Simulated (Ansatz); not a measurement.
The input (input.yaml):

```yaml
crystal:
  periodic: [false, false, false]
  atoms:
    - { symbol: Si, position_ang: [0.0, 0.0, 0.0] }
    - { symbol: "N", position_ang: [0.0, 0.0, 2.17] }
    - { symbol: H, position_ang: [-0.877, -0.2713, 2.7] }
    - { symbol: H, position_ang: [0.877, 0.2713, 2.7] }
    - { symbol: F, position_ang: [1.4994, 0.0, -0.5295] }
    - { symbol: H, position_ang: [-0.6877, 1.1914, -0.4862] }
    - { symbol: H, position_ang: [-0.6877, -1.1914, -0.4862] }
    - { symbol: H, position_ang: [0.9186, -1.3949, 0.555] }
    - { symbol: H, position_ang: [0.7292, -1.1073, 1.5131] }
basis:
  gaussian: { orbitals: "6-31G*" }
hamiltonian:
  xc: pbe
relax:
  f_tol: 0.15
  max_steps: 25
  restrain:
    - { distance: [0, 7], at: 2.66, k: 30.0 }
    - { distance: [8, 1], at: 2.26, k: 30.0 }
    - { distance: [0, 1], at: 1.82, k: 30.0 }
    - { distance: [8, 7], at: 0.66, k: 30.0 }
```

Command:

```bash
$ ansatz run input.yaml --threads 1 --pin off --max-ram 2048MiB --backend cpu --events-out ev --progress --plain --runs-dir out
```

Hardware: 1 thread of Arm Neoverse V2 (shared host).

**Question.** Roughly how long does this run take, and how much memory?

**Answer.** 29 s, with a peak of 0.13 GiB, for 17 ionic steps.
